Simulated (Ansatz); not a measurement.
## C3HN: state-averaged CASSCF

Program: Ansatz, Gaussian basis, development build. State-averaged CASSCF with equal weights; occupations are averaged over the states; levels count from the state that is lowest in CASSCF. CASSCF levels without dynamic correlation can be off by over 1 eV. Solutions may break the symmetry of the shape. No proof that the lowest CASSCF solution was found.

Geometry:

```xyz
5

H     0.0000    0.0000   -2.9262
C     0.0000    0.0000   -1.8584
C     0.0000    0.0000   -0.6368
C     0.0000    0.0000    0.7380
N     0.0000    0.0000    1.9242
```

Basis cc-pVTZ, nonrelativistic, 4 orbitals frozen in the corrections; active space CAS(8,8). Averaged: 3 singlets.

**Question.** Give the levels in order.

**Answer.** 

| state | CASSCF (eV) |
| --- | --- |
| singlet | 0.000 |
| singlet | 6.191 |
| singlet | 6.649 |

Occupations: 1.94, 1.94, 1.63, 1.63, 0.39, 0.39, 0.05, 0.05.

Same geometry.

Basis cc-pVTZ, nonrelativistic, 4 orbitals frozen in the corrections; active space CAS(8,8). Averaged: 1 singlet, 1 triplet.

**Question.** Give the levels in order, with their spins.

**Answer.** 

| state | CASSCF (eV) |
| --- | --- |
| singlet | 0.000 |
| triplet | 4.624 |

Occupations: 1.93, 1.93, 1.69, 1.69, 0.32, 0.32, 0.06, 0.06.

Same geometry.

Basis cc-pVTZ, nonrelativistic, 4 orbitals frozen in the corrections; active space CAS(8,8). Averaged: 3 triplets.

**Question.** Give the levels in order.

**Answer.** 

```csv
state,CASSCF (eV)
triplet,0.000
triplet,0.904
triplet,0.904
```

Occupations: 1.92, 1.92, 1.48, 1.48, 0.53, 0.53, 0.07, 0.07.
